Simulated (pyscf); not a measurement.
H₃C–Zr(Cl)(Cl)–Cl + H atom (H•) -> [H₂C–Zr(Cl)(Cl)–Cl]• + hydrogen (H₂), a hydrogen abstraction (doublet surface; C–H broken, H–H formed). Optimised with ωB97X-D3(BJ)/def2-SVP in PySCF. Energies in kcal/mol from the separated reactants.

Small-basis levels: PySCF, no dispersion term, spherical d functions. AM1 to PM7: differences of heats of formation from MOPAC, which are fitted to 298 K values and so differ in kind from electronic energies by zero-point and thermal terms. GFN2-xTB: tblite. Open shells are spin-unrestricted. 

| level | barrier | reaction energy |
|---|---|---|
| MP2/6-31G*+LANL2DZ | 19.3 | +3.3 |
| SVWN5/6-31G*+LANL2DZ | -2.0 | +1.0 |
| PBE/6-31G*+LANL2DZ | 3.8 | -3.2 |
| B3LYP/6-31G*+LANL2DZ | 4.9 | -7.4 |
| B3LYP/6-311+G**+LANL2DZ | 4.6 | -7.9 |
| PBE/def2-SVP | 3.5 | -1.0 |
| B3LYP/def2-SVP | 4.7 | -5.5 |
| GFN2-xTB | 11.5 | +19.8 |
| PM6 | -13.9 | -41.2 |
| ωB97M-D3(BJ)/def2-TZVP | 9.2 | -4.0 |

Against the last row the barrier runs from -23.1 (PM6) to +10.1 kcal/mol (MP2/6-31G*+LANL2DZ). At SVWN5/6-31G*+LANL2DZ, GFN2-xTB, PM6 this geometry lies under one side, so the entry may be no barrier of that level: it is a single point on another level's saddle. ωB97M-D3(BJ)/def2-TZVP has limits of its own. This is the saddle that the search found; another between the same sides may lie lower. The angle at the transferred H is 169°. Open-shell species with a d-block atom are single-reference here; other states, and whether the spin sits on metal or ligand, were not checked. In the def2 sets elements past Kr carry core potentials, without spin-orbit coupling.
